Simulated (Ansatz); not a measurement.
Density of states of YIr₂ (Fd-3m, a = 7.493 Å, b = 7.493 Å, c = 7.493 Å, α = 90.00°, β = 90.00°, γ = 90.00°), in states per eV and primitive cell, averaged over bins of 0.3 eV. Computed with Ansatz, DFT PBEsol, scalar-relativistic, plane waves, PAW.

Plane waves to 420 eV, a k mesh through Γ of 8×8×8 on the computed 6-atom cell and Gaussian smearing (0.10 eV); no spin polarisation.

The cell is relaxed at this level. The states (both spins) are summed by tetrahedra on a 12×12×12 mesh at the self-consistent density. Energies are bin centres; the table starts no lower than −8 eV and ends at 6 eV, or lower where the solved bands end.

It is a metal at this level.

```tsv
E − E_F (eV)	total	Ir 5d	Y 4d	Ir 6s	Y 5s
-7.90	0.79	0.24	0.02	0.42	0.08
-7.60	1.26	0.43	0.05	0.66	0.07
-7.30	1.25	0.44	0.07	0.65	0.05
-7.00	1.10	0.39	0.08	0.56	0.03
-6.70	0.88	0.31	0.09	0.43	0.02
-6.40	0.36	0.16	0.03	0.13	0.03
-6.10	1.40	0.71	0.17	0.38	0.10
-5.80	4.67	2.85	0.56	0.98	0.20
-5.50	4.77	3.03	0.52	0.85	0.27
-5.20	4.84	3.59	0.40	0.49	0.29
-4.90	6.65	4.82	0.55	0.61	0.54
-4.60	7.20	5.37	0.64	0.61	0.43
-4.30	7.80	6.66	0.52	0.26	0.24
-4.00	8.96	7.76	0.57	0.27	0.19
-3.70	9.24	7.55	0.84	0.48	0.16
-3.40	6.49	5.05	0.79	0.41	0.07
-3.10	7.80	5.94	0.81	0.52	0.26
-2.80	7.50	5.68	0.92	0.43	0.20
-2.50	7.15	5.45	0.94	0.33	0.15
-2.20	7.23	5.24	1.15	0.39	0.14
-1.90	5.66	3.96	0.98	0.36	0.09
-1.60	4.70	3.37	0.79	0.27	0.05
-1.30	6.18	4.93	0.76	0.21	0.07
-1.00	8.99	7.65	0.90	0.17	0.06
-0.70	5.98	5.29	0.44	0.10	0.02
-0.40	4.71	4.04	0.41	0.09	0.02
-0.10	5.73	4.57	0.85	0.06	0.03
0.20	2.76	1.68	0.72	0.06	0.08
0.50	4.46	2.61	1.12	0.10	0.26
0.80	6.39	3.31	1.76	0.14	0.65
1.10	3.88	1.27	1.51	0.11	0.53
1.40	2.02	0.47	0.83	0.05	0.35
1.70	2.50	0.50	1.82	0.04	0.01
2.00	5.47	1.49	3.67	0.14	0.02
2.30	6.21	2.68	3.24	0.13	0.02
2.60	5.63	2.36	2.90	0.10	0.03
2.90	5.58	2.17	2.90	0.19	0.04
3.20	4.97	2.00	2.33	0.27	0.04
3.50	2.88	0.97	1.29	0.28	0.04
3.80	2.09	0.44	1.11	0.14	0.09
4.10	2.47	0.41	1.38	0.16	0.09
4.40	1.78	0.26	1.02	0.12	0.06
4.70	4.20	0.48	3.05	0.22	0.08
5.00	3.85	0.39	2.96	0.24	0.05
5.30	4.58	0.42	3.61	0.23	0.08
5.60	4.99	0.44	3.97	0.21	0.07
```

The columns after the total are the main Löwdin projections on the occupied valence shells of the potentials; 4 others are left out. The rest of the total lies in those, in shells that are empty in the free atom, which aren't projected, and between the atoms.

Spin-orbit coupling is left out, which matters for the bands of heavy elements.

Cost: 1 run of about 1.2 core-minutes, on Arm Neoverse V1 (shared hosts).